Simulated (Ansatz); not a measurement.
Input file:

```yaml
crystal:
  periodic: [false, false, false]
  atoms:
    - {symbol: B, position_ang: [0.000000, -0.021607, 1.470453]}
    - {symbol: Al, position_ang: [0.000000, -0.021607, -0.769998]}
    - {symbol: H, position_ang: [0.000000, 1.836720, 2.703142]}
    - {symbol: H, position_ang: [0.000000, -1.026587, 2.137089]}
basis:
  gaussian: {orbitals: 6-31G, fitting: {mean_field: def2-universal-jkfit}}
magnetization: {spin_polarized: true, initial_magnetization: 0}
hamiltonian: {pseudopotentials: {relativity: scalar}}
correlation: {method: mp2, electrons: valence}
accuracy: high
```

```sh
$ ansatz run in.yaml --threads 1 --pin off --events-out ev --progress --plain --max-ram 1536MiB
```

Log:

```
239 factors; integrals over basis functions are off by at most 1.5e-1 eV
mean field evaluation 1: about -7289.2314 eV, gradient 8.3e0 eV
mean field evaluation 2: about -7290.4315 eV, gradient 2.9e0 eV
mean field evaluation 4: about -7290.6138 eV, gradient 3.2e-1 eV
mean field evaluation 8: about -7290.8012 eV, gradient 1.2e0 eV
mean field evaluation 16: about -7291.1591 eV, gradient 1.1e-1 eV
mean field evaluation 32: about -7289.3427 eV, gradient 6.7e0 eV
mean field evaluation 64: about -7291.1060 eV, gradient 1.4e0 eV
mean field evaluation 96: about -7289.2314 eV, gradient 8.3e0 eV
mean field evaluation 128: about -7291.1470 eV, gradient 3.5e-1 eV
mean field -7291.17512605 eV, -267.9457437464 hartree, gradient 2.2e-8 eV, S^2 1.017386; 17 other end points of the search recorded, 0 dependent functions left out
6 core orbitals not correlated: weight in the atoms' cores, before any rotation towards them, 1.000 or more for the frozen orbitals, at most 0.000 for the correlated occupied ones
reference -7291.17512605 eV, -267.9457437464 hartree; 4, 4 occupied and 16, 16 virtual orbitals, 239 factors
second order -1.66599294 eV of doubles, -0.00000000 eV of singles
Total energy: -7292.84111899 eV, -268.0069678575 hartree
Relativity: scalar
```

Ran on 1 thread of Intel Xeon, shared host: 0.82 s wall, 0.09 GiB peak host memory.
